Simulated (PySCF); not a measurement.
Rows and methods have been separated. Pair them.

Species: dimethylphosphine, C₂H₇P.
Bonds: C1–P2, P2–C3. Hydrogens: H4, H5, H6 on C1; H7 on P2; H8, H9, H10 on C3.

The closed-shell ground state was solved 4 times with PySCF (density fitting, gas phase), always with PBE0, in these basis sets: IGLO-III, aug-cc-pVDZ, cc-pVDZ and pcSseg-0. Isolated species at its PBE0-D3(BJ)/def2-SVP geometry, gas phase.

```
row  total energy (Eh)  HOMO (eV)  LUMO (eV)  dipole (D)
  P          -421.5421      -6.59       1.26        1.28
  Q          -421.5865      -6.66       0.54        1.18
  R          -420.9516      -6.67       1.42        1.55
  S          -421.5488      -6.70      -0.14        1.34
```

**Question.** Which basis belongs to which row?

**Answer.** P = cc-pVDZ, Q = IGLO-III, R = pcSseg-0, S = aug-cc-pVDZ. From the lowest total energy up: IGLO-III (184 functions) 0 eV; aug-cc-pVDZ (136 functions) +1.03 eV; cc-pVDZ (81 functions) +1.21 eV; pcSseg-0 (45 functions) +17.28 eV.
